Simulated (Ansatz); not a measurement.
Compare A (`CC=C=C(C)F`) with its isomer B (`C=CC(=C)CF`).

Program: Ansatz. Geometries: PBE0-D4/def2-TZVP. ΔE: electronic, gas phase. CCSD(T)/CBS adds triple-zeta CCSD(T) − MP2 to the extrapolated MP2 energy (def2 sets, frozen cores). Functionals use def2-TZVPP. B3LYP here is the variant with VWN-RPA as its local correlation; programs differ in this. Each species was taken in one conformer, which may not be the lowest.

(1) Which isomer does CCSD(T)/CBS put lower? Give the gap. (Estimate.)

(2) Give E(B) − E(A) in kJ/mol with CCSD(T)/def2-TZVPP, CCSD/def2-TZVPP, B3LYP, B2PLYP, B3LYP-D4, PBE0-D4, PBE-D4. (An estimate is asked.)

Largest T1 diagnostic: 0.012.

Results:

(1) The calculation gave: B, by 49.6 kJ/mol.

(2) The calculation gave: CCSD(T)/def2-TZVPP -48.6, CCSD/def2-TZVPP -48.6, B3LYP -34.2, B2PLYP -41.0, B3LYP-D4 -39.8, PBE0-D4 -36.3, PBE-D4 -29.5. None reverses the order clearly.

The D4 term adds −5.6 kJ/mol with B3LYP and −2.8 kJ/mol with PBE0; it sums over pairs of atoms, weighted by their polarisabilities, and B3LYP, whose exchange is more repulsive, gets the larger term. In def2-TZVPP, CCSD(T) changes the Hartree–Fock value by +4.9 kJ/mol (the triples alone add −0.0 kJ/mol) and MP2 by +4.6 kJ/mol.
